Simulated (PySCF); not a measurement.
Input of a run (PBE0-D3(BJ)/def2-SVP geometry optimisation, gas phase (PySCF 2.14.0)), started from GFN2-xTB:
```
{"job": {"xc": "PBE0", "basis": "def2-SVP", "d3": "d3bj", "grid": 1, "kind": "geom"}, "charge": 0, "multiplicity": 1}
N     -1.462151    -0.415168    -0.092194
C     -0.761144     0.698622     0.211742
O     -1.299945     1.740890     0.520693
C      0.725581     0.599948     0.153031
C      1.491389    -0.434111    -0.155027
F      1.024815    -1.647775    -0.490491
H     -1.034383    -1.285096    -0.350435
H     -2.466314    -0.361397    -0.055135
H      1.218620     1.526019     0.406638
H      2.572413    -0.417277    -0.171350
```

Output (energies in Eh, forces in Eh/bohr):
```
step   0  E = -345.90843816  max force = 0.013156
step   1  E = -345.90895038  max force = 0.001716
step   2  E = -345.90893549  max force = 0.002507
step   3  E = -345.90896792  max force = 0.001145
step   4  E = -345.90895737  max force = 0.001482
step   5  E = -345.90897606  max force = 0.000524
step   6  E = -345.90897960  max force = 0.000270
optimisation converged
```

Question: Summarise the run.

Answer: The energy falls by 0.34 kcal/mol over 7 energy and gradient evaluations, the largest force component goes from 0.0132 to 2.7e-04 Eh/bohr, and the atoms move by 0.022 Å rms after alignment. Among the bonds, C4–H9 and C5–H10 change most and about equally (+0.012 Å). Bonds longer at the end by more than 0.005 Å: 5 of 9; shorter: 1. The energy rose by more than 1e-6 Eh at steps 2 and 4. The first step brought 95 % of the lowering.

Question: What are the final bond lengths?

Answer: N1–C2 1.357 Å, C2=O3 1.216 Å, C2–C4 1.492 Å, C4=C5 1.332 Å, C5–F6 1.335 Å, N1–H7 1.009 Å, N1–H8 1.011 Å, C4–H9 1.091 Å, C5–H10 1.093 Å. Numbering counts from 1 in the input's order; the species is `NC(=O)/C=C\F`.

The run used 104 basis functions and 49 SCF cycles in all.

No PBE0-D3(BJ)/def2-SVP frequencies stand behind this structure, so it isn't proved a minimum. One conformer, not necessarily the lowest.

Shape of the structure used: `[NH2:1][C:2](=[O:3])/[CH:4]=[CH:5]\[F:6]`: N1–C2–C4–C5 3°, H–N1–C2–O3 179°, H–N1–C2–O3 1°.
